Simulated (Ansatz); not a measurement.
```yaml
crystal:
  periodic: [false, false, false]
  atoms:
    - {symbol: B, position_ang: [0.809316, -0.142067, 0.474073]}
    - {symbol: B, position_ang: [-0.309624, 0.657588, -0.609619]}
    - {symbol: C, position_ang: [-0.499692, -0.515521, 0.135545]}
basis:
  gaussian: {orbitals: cc-pVTZ, final_grid: {core_spheres: 8, valence_spheres: 7, degree: 23}, nuclear_model: gaussian}
hamiltonian: {xc: {name: r2SCAN}, dispersion: d3bj}
output: {forces: true}
```

```sh
$ ansatz run in.yaml --threads 4 --pin off --events-out ev --progress --plain --max-ram 3916MiB
```

Shortened log:

```
Warning: the engine holds no damping parameters fitted to this dispersion correction and functional, so the run takes those fitted to r2scan beside the three-body term, which d3bj leaves out (hamiltonian.dispersion, under Limitations)
Functional definition: r2SCAN
588 factors; their error is unknown
mean field evaluation 1: about -2370.8598 eV, gradient 6.4e1 eV
mean field evaluation 2: about -2323.0082 eV, gradient 1.1e2 eV
mean field evaluation 4: about -2381.0843 eV, gradient 1.1e1 eV
mean field evaluation 8: about -2381.4613 eV, gradient 1.2e-1 eV
mean field evaluation 16: about -2381.4519 eV, gradient 3.7e-4 eV
mean field -2381.45194072 eV, -87.5167446152 hartree, gradient 2.0e-5 eV, S^2 0.000000; 0 other end points of the search recorded, 0 dependent functions left out
reference -2381.45194925 eV, -87.5167449290 hartree; 8, 8 occupied and 82, 82 virtual orbitals, 588 factors
Total energy: -2381.46321280 eV, -87.5171588566 hartree
Atom 0 at     0.809316    -0.142067     0.474073 Å, force    -1.293045     1.055841    -1.345852 eV/Å
Atom 1 at    -0.309624     0.657588    -0.609619 Å, force     1.443948    -0.900158     1.304919 eV/Å
Atom 2 at    -0.499692    -0.515521     0.135545 Å, force    -0.150903    -0.155683     0.040933 eV/Å
Dipole moment:     0.154411     0.159302    -0.041885 e Å
```

It took 0.55 s on 4 threads of Arm Neoverse V2 on a shared host.

The restricted singlet is unstable towards broken spin symmetry in Hartree–Fock (as tested in another run); at RKS r2SCAN-D3(BJ)/cc-pVTZ this wasn't settled.
